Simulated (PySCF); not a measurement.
An element was calculated at UHF (PySCF 2.14, non-relativistic, a triple-zeta basis, no spin-orbit coupling), in the ground configurations that NIST lists.

```
first ionisation energy  : 9.927 eV
second ionisation energy : 19.151 eV
third ionisation energy  : 29.547 eV
```

**Question.** Which element is it?

**Answer.** Phosphorus (P, Z = 15), in pcseg-2. NIST lists 10.487, 19.769, 30.203 eV for these ionisation energies.
